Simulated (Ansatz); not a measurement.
Energy needed to pull apart AlSiH5O (SMILES [AlH2][O][SiH3]), closed shell, into free ground-state atoms, from the structure below (displaced at random from a GFN2-xTB minimum); no zero-point or spin–orbit terms; open-shell atoms are treated unrestricted, in their ground-state multiplicity.

Al1  (-0.996, 1.012, -1.113)
O2  (-0.167, 0.177, -0.105)
Si3  (0.908, -0.790, 0.950)
H4  (-2.352, 0.735, -1.549)
H5  (-0.204, 2.487, -1.625)
H6  (1.522, -1.792, 0.136)
H7  (-0.054, -1.541, 1.568)
H8  (1.781, -0.004, 1.660)
(Å)

Program: Ansatz 0.2.0. Basis: def2-TZVPP. Cores are frozen in the correlated methods. B3LYP uses VWN-RPA correlation.

```
   method  atomization energy (eV)
   PBE-D4                    24.15
revPBE-D4                    23.71
r2SCAN-D4                    24.61
  PBE0-D4                        ?
 B3LYP-D4                    24.63
  wB97M-V                    24.75
       HF                    18.48
      MP2                    24.27
     CCSD                        ?
  CCSD(T)                    24.12
```

**Question.** What does PBE0-D4 give? (To be estimated.)

**Answer.** The calculation gives: 24.00 eV, which is about 0.12 eV less than CCSD(T)/def2-TZVPP.

**Question.** What does CCSD give? (To be estimated.)

**Answer.** Computed: 23.90 eV, which is about 0.22 eV less than CCSD(T)/def2-TZVPP.

In triple zeta the MP2 and coupled-cluster atomization energies are still short of their basis limit by a few kcal/mol a bond, whereas those of the functionals are nearly converged, so these differences are not deviations from converged CCSD(T).

No T1 diagnostic of these runs exceeds 0.013.

For scale, one of the runs: CCSD(T)/def2-TZVPP forces, 185 basis functions (an equivalent command: `ansatz run in.yaml --threads 4`). Time: 68 s of wall clock on 4 CPU threads; the host was shared. Peak host memory: 3.4 GiB.
